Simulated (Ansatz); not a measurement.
**Interaction energy ladder**

The pair of NH$_{3}$ (SMILES N, atoms 1–4) and SiH$_{3}$F (SMILES [SiH3]F, atoms 5–9), both closed shells, in one local arrangement (a lower one may exist), relaxed at PBE0-D4/def2-TZVP:

| atom | x (Å) | y (Å) | z (Å) |
| --- | --- | --- | --- |
| N1 | -0.1087 | -0.0823 | -1.5002 |
| H2 | 0.7291 | -0.2732 | -2.0357 |
| H3 | -0.8607 | -0.6236 | -1.9084 |
| H4 | -0.3342 | 0.8973 | -1.6229 |
| Si5 | 0.1211 | -0.0285 | 1.3784 |
| F6 | -0.2237 | 1.4648 | 0.8954 |
| H7 | 0.2216 | 0.0862 | 2.8607 |
| H8 | 1.4343 | -0.4744 | 0.8654 |
| H9 | -0.9790 | -0.9664 | 1.0671 |

Ansatz 0.2.0; basis: def2-TZVPPD, with def2-QZVPPD for the basis limit; cores frozen in the correlated methods. B3LYP uses VWN-RPA correlation. Extrapolation: Hartree–Fock as exp(−7.88 √X), correlation as X^−2.97. Interaction energies count from these two fragments, frozen as in the pair, with the counterpoise correction; negative means bound.

(1) What is the interaction energy by CCSD(T) at an estimated basis limit (MP2 extrapolated from triple and quadruple zeta, plus CCSD(T) − MP2 in triple zeta)? (An estimate is asked for; the value comes from the calculation.)

(2) Which atoms make the shortest contact between the fragments?

T1 diagnostic: at most 0.012.

Results:

(1) Computed: -17.5 kJ/mol. Hartree–Fock alone gives -5.7 kJ/mol at the basis limit. It counts from the two fragments frozen as in the pair.

The same quantity by other methods in triple zeta, and each one's difference from that estimate:
```json
{"method": "PBE-D4", "E_int (kJ/mol)": "-18.9", "difference": "-1.4"}
{"method": "revPBE-D4", "E_int (kJ/mol)": "-17.7", "difference": "-0.2"}
{"method": "BLYP-D4", "E_int (kJ/mol)": "-15.9", "difference": "1.6"}
{"method": "r2SCAN-D4", "E_int (kJ/mol)": "-19.2", "difference": "-1.7"}
{"method": "B97M-V", "E_int (kJ/mol)": "-19.2", "difference": "-1.7"}
{"method": "PBE0-D4", "E_int (kJ/mol)": "-19.3", "difference": "-1.7"}
{"method": "B3LYP-D4", "E_int (kJ/mol)": "-17.3", "difference": "0.3"}
{"method": "HSE06-D4", "E_int (kJ/mol)": "-19.0", "difference": "-1.5"}
{"method": "wB97X-V", "E_int (kJ/mol)": "-17.8", "difference": "-0.2"}
{"method": "wB97M-V", "E_int (kJ/mol)": "-19.2", "difference": "-1.7"}
{"method": "B2PLYP", "E_int (kJ/mol)": "-12.0", "difference": "5.5"}
{"method": "HF", "E_int (kJ/mol)": "-5.6", "difference": "12.0"}
{"method": "MP2", "E_int (kJ/mol)": "-15.0", "difference": "2.5"}
{"method": "CCSD", "E_int (kJ/mol)": "-13.9", "difference": "3.6"}
{"method": "CCSD(T)", "E_int (kJ/mol)": "-15.4", "difference": "2.2"}
```
Differences are method less estimate.

(2) H4 and F6, 2.58 Å apart.

Energy to bend the free fragments (PBE0-D4 minima) into their shapes in the pair, CCSD(T)/def2-TZVPPD: NH$_{3}$ 0.1 kJ/mol; SiH$_{3}$F 4.1 kJ/mol. This must be added to the interaction energy to get the binding energy from relaxed fragments.

Basis-set superposition shift (counterpoise-corrected less uncorrected): CCSD(T) 2.9; MP2 2.8; HF 0.6; PBE0-D4 0.7; wB97M-V 0.9 kJ/mol.

For scale, one of the runs: CCSD(T)/def2-TZVPPD, 227 basis functions, launched by `ansatz run in.yaml --threads 4 --pin off --events-out ev --progress --plain --max-ram 9574MiB`. The run took 29 s on 4 CPU threads of an Intel Xeon Platinum 8375C (shared host), with 3.8 GiB of host memory at its peak.
